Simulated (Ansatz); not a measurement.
We consider GaS (P6₃/mmc, No. 194), described by LDA (Ansatz, a program for electronic structure, plane waves, PAW).

Run with plane-wave cutoff 520 eV, 12×12×4 k mesh (along the axes of the cell as run), Fermi–Dirac smearing 0.01 eV, scalar-relativistic PAW data made under PBE.

Computed at the level's own relaxed cell.

Question: Give the computed band gap, lattice parameter a and lattice parameter c.

Answer: 
- band gap = 1.37 eV (on the SCF k mesh)
- lattice parameter a = 3.536 Å
- lattice parameter c = 15.240 Å

Spin–orbit coupling is not included.

The computed numbers hold no vibrational or temperature effects.
